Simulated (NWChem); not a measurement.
# HNO (nitroxyl): levels of theory compared

Wanted: a comparison of 6 runs (PBE/6-31+G*, PBE/cc-pVDZ, B3LYP/6-31G*, PBE0/def2-SVP, MP2/cc-pVTZ) of HNO (nitroxyl). 

The results are computed with NWChem 7.3.0.

3 further runs of the same task are left out: 3 set aside as unsound or not needed. Runs told in other sessions of the task aren't counted.

**1. Starting point**

HNO has 3 atoms, charge 0, and is taken as a singlet. As SMILES, `N=O`. The shape is that of a PBE0-D4/def2-TZVP optimisation.

Bond lengths: N1–O2 1.190 Å, N1–H3 1.063 Å. Angles: O2–N1–H3 108.9°.

**2. Energy and gradient at PBE/6-31+G(d) (spherical functions) (run 1)**

hno.nw

```
start hno
memory total 2200 mb

geometry noautosym nocenter noautoz
N    -0.283700    0.312790   -0.117160
O     0.755300    0.397200    0.456500
H    -0.471600   -0.709980   -0.339350
end

basis spherical bse
* library 6-31+G*
end

dft
xc xpbe96 cpbe96
grid xfine
convergence energy 1e-08
iterations 100
mulliken
print low
end

task dft gradient
```

Command:

```sh
$ nwchem hno.nw > hno.out
```

Output:

```text
[...]
 d= 0,ls=0.0,diis     1   -130.2799178990 -1.61D+02  3.33D-02  5.86D-01     0.3
[...]
 d= 0,ls=0.0,diis     8   -130.3418806413 -3.43D-09  6.18D-06  4.31D-08     1.7
         Total DFT energy =     -130.341880641279
      One electron energy =     -238.302659942486
           Coulomb energy =       92.865179407418
    Exchange-Corr. energy =      -15.601594039906
 Nuclear repulsion energy =       30.697193933695
[...]
      Total Density - Mulliken Population Analysis
     ---------------------------------------------
    Atom       Charge   Shell Charges
 -----------   ------   -------------------------------------------------------
    1 N    7     7.29   2.00  0.87  2.26  0.91  0.93  0.16  0.09  0.08
    2 O    8     8.00   2.00  0.95  2.81  0.97  1.31 -0.12  0.03  0.04
    3 H    1     0.70   0.52  0.18
[...]
                         DFT ENERGY GRADIENTS
    atom               coordinates                        gradient
                 x          y          z           x          y          z
   1 N      -0.536115   0.591087  -0.221400    0.037038  -0.008650   0.019079
   2 O       1.427310   0.750599   0.862660   -0.040149  -0.004034  -0.022258
   3 H      -0.891195  -1.341668  -0.641279    0.003111   0.012684   0.003179
 Task  times  cpu:        2.2s     wall:        2.2s
 Total times  cpu:        2.3s     wall:        2.3s
```

Run time: 2.7 s. Hardware: 1 thread of AMD EPYC 9B45 (Zen 5), shared host; peak memory 0.12 GiB.

**3. Energy and gradient at PBE/cc-pVDZ (run 2)**

job.xyz

```xyz
3
HNO PBE
N     -0.283700     0.312790    -0.117160
O      0.755300     0.397200     0.456500
H     -0.471600    -0.709980    -0.339350
```

job.nw

```
start job
title "HNO PBE"
memory total 2200 mb
charge 0

geometry units angstroms noautosym nocenter noautoz
   load job.xyz
end

basis spherical bse
   * library cc-pVDZ
end

dft
   xc xpbe96 cpbe96
   grid xfine
   convergence energy 1e-08
   maxiter 100
   mulliken
   print low
end

task dft gradient
```

Command:

```sh
$ nwchem job.nw > job.out
```

Output:

```text
[...]
 d= 0,ls=0.0,diis     1   -130.2863115304 -1.61D+02  3.28D-02  5.80D-01     0.3
[...]
 d= 0,ls=0.0,diis     8   -130.3461089653 -2.95D-09  3.69D-06  1.97D-08     1.9
         Total DFT energy =     -130.346108965261
      One electron energy =     -238.654295414945
           Coulomb energy =       93.259924818183
    Exchange-Corr. energy =      -15.648932302195
 Nuclear repulsion energy =       30.697193933695
[...]
      Total Density - Mulliken Population Analysis
     ---------------------------------------------
    Atom       Charge   Shell Charges
 -----------   ------   -------------------------------------------------------
    1 N    7     6.95   2.01  0.86  0.80  2.21  1.00  0.07
    2 O    8     8.13   2.01  0.88  0.96  2.77  1.50  0.03
    3 H    1     0.92   0.74  0.14  0.04
[...]
                         DFT ENERGY GRADIENTS
    atom               coordinates                        gradient
                 x          y          z           x          y          z
   1 N      -0.536115   0.591087  -0.221400    0.030670  -0.017127   0.014627
   2 O       1.427310   0.750599   0.862660   -0.034292  -0.002756  -0.018930
   3 H      -0.891195  -1.341668  -0.641279    0.003622   0.019884   0.004303
 Task  times  cpu:        2.5s     wall:        2.5s
 Total times  cpu:        2.5s     wall:        2.5s
```

Wall time 3 s (1 thread of AMD EPYC 9B45 (Zen 5), shared host); peak memory 0.12 GiB.

**4. Energy and forces at B3LYP/6-31G(d) (spherical functions) (run 3)**

run.py

```python
from ase import Atoms
from ase.calculators.nwchem import NWChem

atoms = Atoms('NOH', positions=[
    [-0.283700, 0.312790, -0.117160],
    [0.755300, 0.397200, 0.456500],
    [-0.471600, -0.709980, -0.339350],
])

calc = NWChem(
    label='job',
    theory='dft',
    memory='2200 mb',
    basis='6-31G*',
    basispar='spherical bse',
    dft={'xc': 'b3lyp', 'mult': '1', 'grid': 'xfine', 'convergence': 'energy 1e-08', 'iterations': '100', 'mulliken': None},
)
atoms.calc = calc

forces = atoms.get_forces()
e = atoms.get_potential_energy()
print(f"E = {e:.6f} eV")
print("forces (eV/A):")
for s, f in zip(atoms.symbols, forces):
    print(f"{s:2s} {f[0]:10.5f} {f[1]:10.5f} {f[2]:10.5f}")
print("dipole (e A):", atoms.get_dipole_moment().round(4))
```

Command:

```sh
$ export ASE_NWCHEM_COMMAND="nwchem PREFIX.nwi > PREFIX.nwo"
$ python run.py
```

Output:

```text
E = -3550.120313 eV
forces (eV/A):
N    -1.25984    0.20245   -0.65975
O     1.31404    0.10454    0.72526
H    -0.05415   -0.30699   -0.06546
dipole (e A): [-0.1215 -0.298  -0.101 ]
```

The calculator wrote job.nwi:

```
title "job"

permanent_dir job

scratch_dir job

start job

geometry units angstrom nocenter noautosym noautoz
  N  -2.8370000000000001e-01 3.1279000000000001e-01 -1.1716000000000000e-01
  O  7.5529999999999997e-01 3.9720000000000000e-01 4.5650000000000002e-01
  H  -4.7160000000000002e-01 -7.0998000000000006e-01 -3.3934999999999998e-01
end

memory 2200 mb

basis spherical bse noprint
   * library 6-31G*
end

dft
  xc b3lyp
  mult 1
  grid xfine
  convergence energy 1e-08
  iterations 100
  mulliken
end

task dft gradient
```

job.nwo:

```text
Northwest Computational Chemistry Package (NWChem) 7.3.0
             --------------------------------------------------------

           Job information
           ---------------

    nwchem branch   = 7.3.0
    use scalapack   = T
    input           = job.nwi
    prefix          = job.
    data base       = job/job.db
    status          = startup
    nproc           =        1

           Memory information
           ------------------

    heap     =     72089594 doubles =      550.0 Mbytes
    stack    =     72089599 doubles =      550.0 Mbytes
    global   =    144179200 doubles =     1100.0 Mbytes (distinct from heap & stack)
    total    =    288358393 doubles =     2200.0 Mbytes
    verify   = yes
    hardfail = no

[... 87 lines left out ...]
  convergence criterion.
[... 40 lines left out ...]
          Spatial weights used:  Erf1
[... 72 lines left out ...]
         Total DFT energy =     -130.464516203476
[... 3 lines left out ...]
 Nuclear repulsion energy =       30.697193933695
[... 276 lines left out ...]
          Convergence on gradient requested:  5.00D-04
[... 27 lines left out ...]
          total energy or number of iterations.
[... 21 lines left out ...]
                                        job

  charge          =   0.00
  wavefunction    = closed shell

                         DFT ENERGY GRADIENTS

    atom               coordinates                        gradient
                 x          y          z           x          y          z
   1 N      -0.536115   0.591087  -0.221400    0.024500  -0.003937   0.012830
   2 O       1.427310   0.750599   0.862660   -0.025554  -0.002033  -0.014104
   3 H      -0.891195  -1.341668  -0.641279    0.001053   0.005970   0.001273

                 ----------------------------------------
                 |  Time  |  1-e(secs)   |  2-e(secs)   |
                 ----------------------------------------
                 |  CPU   |       0.00   |       0.14   |
                 ----------------------------------------
                 |  WALL  |       0.00   |       0.14   |
                 ----------------------------------------

 Task  times  cpu:        2.0s     wall:        2.0s
 Total times  cpu:        2.0s     wall:        2.0s
```

It took 2.8 s on 1 thread of AMD EPYC 9B45 (Zen 5), shared host; peak memory 0.12 GiB.

Runs 4 to 5 aren't shown in full; the table further down has their settings and results.

**5. Energy and gradient at MP2/cc-pVTZ (run 6)**

geom.xyz

```xyz
3
HNO mp2
N     -0.283700     0.312790    -0.117160
O      0.755300     0.397200     0.456500
H     -0.471600    -0.709980    -0.339350
```

run.py

```python
from ase.io import read
from ase.calculators.nwchem import NWChem

molecule = read('geom.xyz')

calc = NWChem(
    label='geom',
    theory='mp2',
    memory='2200 mb',
    basis='cc-pVTZ',
    basispar='spherical bse',
    scf={'nopen': '0', 'rhf': None, 'thresh': '1e-08', 'maxiter': '80', 'print': 'low'},
    mp2={'freeze': 'core 2', 'tight': None},
)
molecule.calc = calc

forces = molecule.get_forces()
print(f"energy = {molecule.get_potential_energy():.6f} eV")
print("forces (eV/A):")
for s, f in zip(molecule.symbols, forces):
    print(f"{s:2s} {f[0]:10.5f} {f[1]:10.5f} {f[2]:10.5f}")
```

Command:

```sh
$ export ASE_NWCHEM_COMMAND="nwchem PREFIX.nwi > PREFIX.nwo"
$ python run.py
```

Output:

```text
energy = -3544.875954 eV
forces (eV/A):
N    -1.91172   -0.30236   -1.07277
O     1.83968    0.11287    1.01142
H     0.07199    0.18954    0.06135
```

The calculator wrote geom.nwi:

```
title "geom"

permanent_dir geom

scratch_dir geom

start geom

geometry units angstrom nocenter noautosym noautoz
  N  -2.8370000000000001e-01 3.1279000000000001e-01 -1.1716000000000000e-01
  O  7.5529999999999997e-01 3.9720000000000000e-01 4.5650000000000002e-01
  H  -4.7160000000000002e-01 -7.0998000000000006e-01 -3.3934999999999998e-01
end

memory 2200 mb

basis spherical bse noprint
   * library cc-pVTZ
end

scf
  nopen 0
  rhf
  thresh 1e-08
  maxiter 80
  print low
end
mp2
  freeze core 2
  tight
end

task mp2 gradient
```

geom.nwo:

```text
Northwest Computational Chemistry Package (NWChem) 7.3.0
             --------------------------------------------------------

           Job information
           ---------------

    nwchem branch   = 7.3.0
    use scalapack   = T
    input           = geom.nwi
    prefix          = geom.
    data base       = geom/geom.db
    status          = startup
    nproc           =        1

           Memory information
           ------------------

    heap     =     72089594 doubles =      550.0 Mbytes
    stack    =     72089599 doubles =      550.0 Mbytes
    global   =    144179200 doubles =     1100.0 Mbytes (distinct from heap & stack)
    total    =    288358393 doubles =     2200.0 Mbytes
    verify   = yes
    hardfail = no

[... 35 lines left out ...]
            Nuclear Dipole moment (a.u.)
[... 58 lines left out ...]
         Total SCF energy =   -129.838414803314
[... 1 line left out ...]
      Two-electron energy =     77.900818707698
[... 82 lines left out ...]
 CPHF converged to   4.2D-07 in   11 iters
[... 11 lines left out ...]
 MP2 RHF      natural orbital occupation numbers
[... 77 lines left out ...]
  MP2 natural orbitals output to geom/geom.mp2nos

                         mp2 ENERGY GRADIENTS

    atom               coordinates                        gradient
                 x          y          z           x          y          z
   1 N      -0.536115   0.591087  -0.221400    0.037177   0.005880   0.020862
   2 O       1.427310   0.750599   0.862660   -0.035776  -0.002195  -0.019669
   3 H      -0.891195  -1.341668  -0.641279   -0.001400  -0.003686  -0.001193

                 ----------------------------------------
                 |  Time  |  1-e(secs)   |  2-e(secs)   |
                 ----------------------------------------
                 |  CPU   |       0.00   |       2.48   |
                 ----------------------------------------
                 |  WALL  |       0.00   |       2.48   |
                 ----------------------------------------
 -----------------------
 Task  times  cpu:       12.7s     wall:       12.7s
 Total times  cpu:       12.7s     wall:       12.7s
```

Run time: 14 s. Hardware: 1 thread of AMD EPYC 9B45 (Zen 5), shared host; peak memory 0.17 GiB.

**6. Overview of the runs**

```
run                               level  Cartesian functions  integration grid  energy (Eh)  largest force (eV/Å)  wall time
  1   PBE/6-31+G* (spherical functions)                   no             xfine  -130.341881                 2.370      2.7 s
  2                         PBE/cc-pVDZ                   no             xfine  -130.346109                 2.019        3 s
  3  B3LYP/6-31G* (spherical functions)                   no             xfine  -130.464516                 1.505      2.8 s
  4  B3LYP/6-31G* (Cartesian functions)                  yes             xfine  -130.467600                 1.542      2.5 s
  5                       PBE0/def2-SVP                   no             xfine  -130.227996                 0.209      2.5 s
  6                         MP2/cc-pVTZ                   no                 –  -130.271790                 2.213       14 s
```

**7. Outcome**

| quantity | value |
| --- | --- |
| run 6: total energy | -130.27179 Eh |
| run 6: dipole moment (of the density that the program reports) | 1.63 D |
| run 6: correlation energy (2 core orbitals frozen) | -433.4 mEh |
| run 6: largest force on an atom | 2.213 eV/Å |

Over runs 3, 4, 5 the dipole moment (its size) runs from 1.61 D (B3LYP/6-31G*) to 1.71 D (PBE0/def2-SVP). The two ends differ in method and basis. Over runs 3, 4, 5 the HOMO–LUMO gap runs from 3.78 eV (B3LYP/6-31G*) to 4.29 eV (PBE0/def2-SVP). Totals of different functionals can't be ranked against each other. All runs together took 27 s, the longest 14 s.
